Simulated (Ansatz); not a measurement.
We consider chalcopyrite ZnGeP₂, described by PBE in Ansatz (PAW).

Run with plane-wave cutoff 520 eV, 10×10×10 k mesh, Fermi–Dirac smearing 0.01 eV, scalar-relativistic PAW data made under PBE.

A third-order Birch–Murnaghan fit to the energies gives V0 = 20.501 Å³/atom, B0 = 74.3 GPa, B′ = 4.6.

```csv
V (Å³/atom),P (GPa)
19.681,…
20.091,…
20.501,0.00
20.911,…
21.321,-2.66
```

Problem. Estimate the withheld pressures from this fit; the answers are the runs' own values.

Solution. 
- 19.681, P (GPa): 3.33
- 20.091, P (GPa): 1.57
- 20.911, P (GPa): -1.41

The formula P = (3/2) B0 (x^(7/3) − x^(5/3)) [1 + (3/4)(B′ − 4)(x^(2/3) − 1)] with x = V0/V meets the computed pressures within 0.01 GPa when these rounded values are put in.

Shape and atoms are relaxed at each volume.

Measured, for comparison: bulk modulus 79 GPa (room temperature, no zero-point or thermal correction; as tabulated in Isothermal phase behavior of Ag3SbS3, ZnGeP2, and ZnS (abstract)). Computed (rounded) less measured: bulk modulus -6 %.

Note: the bulk modulus comes from volumes at which shape and atoms were relaxed.

Static lattice: no zero-point or thermal effects.

Ansatz is a first-principles code.
